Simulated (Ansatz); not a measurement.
System (SMILES): [SiH4] (SiH4).
Atoms: Si1, H2, H3, H4, H5. Bonds: Si1-H2, Si1-H3, Si1-H4, Si1-H5.

Basis-set convergence of the harmonic zero-point energy at HF with Ansatz (a first-principles code). Each level at its own minimum, finite differences of forces, unscaled; the reference is a large set that could be run, not a limit. All functions are spherical. The program fits the integrals of some runs and decomposes those of others, by size. No added dispersion term, no relativity. Reference: the value in aug-pcseg-2, 20.60 kcal/mol, itself unsure by roughly 0.02 kcal/mol (its mean distance from aug-cc-pV(T+d)Z, def2-TZVPPD). Deviations are taken from unrounded values.

```json
[
 {"basis": "pcseg-0", "functions": "21", "harmonic zero-point energy (kcal/mol)": "19.76", "minus reference (kcal/mol)": "-0.83"},
 {"basis": "pcseg-1", "functions": "38", "harmonic zero-point energy (kcal/mol)": "20.92", "minus reference (kcal/mol)": "0.33"},
 {"basis": "aug-pcseg-1", "functions": "63", "harmonic zero-point energy (kcal/mol)": "20.66", "minus reference (kcal/mol)": "0.06"},
 {"basis": "pcseg-2", "functions": "90", "harmonic zero-point energy (kcal/mol)": "20.67", "minus reference (kcal/mol)": "0.07"},
 {"basis": "aug-pcseg-2", "functions": "142", "harmonic zero-point energy (kcal/mol)": "20.60", "minus reference (kcal/mol)": "0.00"}
]
```

The smallest set listed that lies within 0.2 kcal/mol of the reference with all its larger relatives (same family, alike in diffuse functions; a set with none counts only in the reference's own line) is aug-pcseg-1 (63 functions, 0.06 kcal/mol off). Inside, with no larger relative to test it: pcseg-2.
